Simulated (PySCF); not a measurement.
Geometry:
```tsv
atom	x (Å)	y (Å)	z (Å)
C1	2.771	0.090	0.263
C2	1.486	-0.511	-0.290
P3	-0.001	-0.066	0.747
C4	-0.248	1.669	0.143
C5	-1.269	-0.917	-0.328
C6	-2.687	-0.713	0.187
H7	2.736	1.176	0.235
H8	3.629	-0.238	-0.323
H9	2.920	-0.219	1.295
H10	1.326	-0.190	-1.323
H11	1.562	-1.602	-0.283
H12	-0.239	1.716	-0.946
H13	0.542	2.301	0.542
H14	-1.199	2.044	0.517
H15	-1.180	-0.559	-1.358
H16	-1.027	-1.984	-0.317
H17	-2.966	0.338	0.153
H18	-3.398	-1.273	-0.419
H19	-2.769	-1.054	1.217
```

Averaged over atoms made equivalent by symmetry, fast rotation or ring inversion, gas phase, relativity neglected, one conformer. Shielding tensors at PBE0/pcSseg-1 (GIAO); geometry: GFN2-xTB; PySCF 2.14.0 with density-fitted response routines.

Question: List the cross peaks expected in HSQC, COSY and HMBC spectra.

Answer: 

HSQC (one-bond C–H):
```tsv
δH	δC
1.29 (H10/H11/H15/H16)	31.7 (C2/C5)
1.13 (H7/H8/H9/H17/H18/H19)	12.6 (C1/C6)
0.97 (H12/H13/H14)	15.0 (C4)
```

COSY cross peaks (H two or three bonds apart, from the bond graph; peaks can be absent where the dihedral angle is near 90°):
```tsv
δH	δH
1.29 (H10/H11/H15/H16)	1.13 (H7/H8/H9/H17/H18/H19)
```

HMBC (two and three bonds, from the bond graph):
```tsv
δH	δC
1.29 (H10/H11/H15/H16)	31.7 (C2/C5), 15.0 (C4), 12.6 (C1/C6)
1.13 (H7/H8/H9/H17/H18/H19)	31.7 (C2/C5)
0.97 (H12/H13/H14)	31.7 (C2/C5)
```

Referencing at the same level of theory: 1H (31.72 ppm), 13C (186.93 ppm) vs TMS.

Short H···H contacts in this conformer between protons four or more bonds apart (candidates for NOE cross peaks, intensity ∝ r⁻⁶): H14···H17 2.48 Å, H7···H13 2.48 Å, H10···H12 2.49 Å, H12···H15 2.50 Å.

Shifts are as computed. Against solution values, carbons near 30 ppm lie about +3 ppm off and those near 130 ppm about +5 ppm. Of 1211 compounds with measured shifts, 218 miss one by over three times the rms of a fit or turn the order of signals round; such compounds aren't used in these exercises.
